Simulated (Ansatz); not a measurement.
## 1T (CdI2-type) SnSe₂

Calculation: PBE-D3(BJ) (Ansatz, an electronic-structure program, PAW).

Cell: relaxed at this level.

```
Property                        Result
-------------------------  -----------
interlayer binding energy  22.6 meV/Å²
layer repeat distance          6.008 Å
gap between the layers         2.820 Å
```

Spin–orbit coupling is not included.

Cost on a shared machine: around 2.8 core-minutes (rough).
